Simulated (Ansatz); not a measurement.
C2H4S2 can be A, `C=C(S)S`, or B, `CSC=S`.

Gas-phase electronic energies from Ansatz, PBE0-D4/def2-TZVP geometries. CBS: MP2 limit from def2 TZ/QZ plus the TZ coupled-cluster correction, frozen cores. DFT in def2-TZVPP. B3LYP here is the variant with VWN-RPA as its local correlation; programs differ in this. One conformer a species, not always the lowest.

Which is lower in electronic energy at CCSD(T)/CBS, and by how much? (An estimate is asked.)

Computed: B, by 4.8 kcal/mol.

Give E(B) − E(A) in kcal/mol with B2PLYP, B3LYP, PBE-D4, CCSD(T)/def2-SVP, HF/def2-TZVPP, BLYP-D4, ωB97M-V. (An estimate is asked.)

Ansatz gave: B2PLYP -6.7, B3LYP -6.9, PBE-D4 -7.5, CCSD(T)/def2-SVP -3.5, HF/def2-TZVPP -3.2, BLYP-D4 -7.3, ωB97M-V -4.5. None reverses the order clearly.

Does the order hold for the free energy at 298.15 K (harmonic terms from PBE0-D4)? (Estimate.)

Computed: Yes: G(B) − G(A) = -2.6 kcal/mol, for one conformer each.

Largest T1 diagnostic: 0.016.

From PBE to PBE0 (25 % exact exchange), in def2-TZVPP and without D4, E(B) − E(A) moves by +1.6 kcal/mol. Leaving LDA and LC-ωPBE aside and taking each functional with its dispersion term where it has one, the values, not all of them listed here, spread over 3.1 kcal/mol, from PBE-D4 to ωB97X-V. LDA lies +2.4 kcal/mol from PBE without D4.
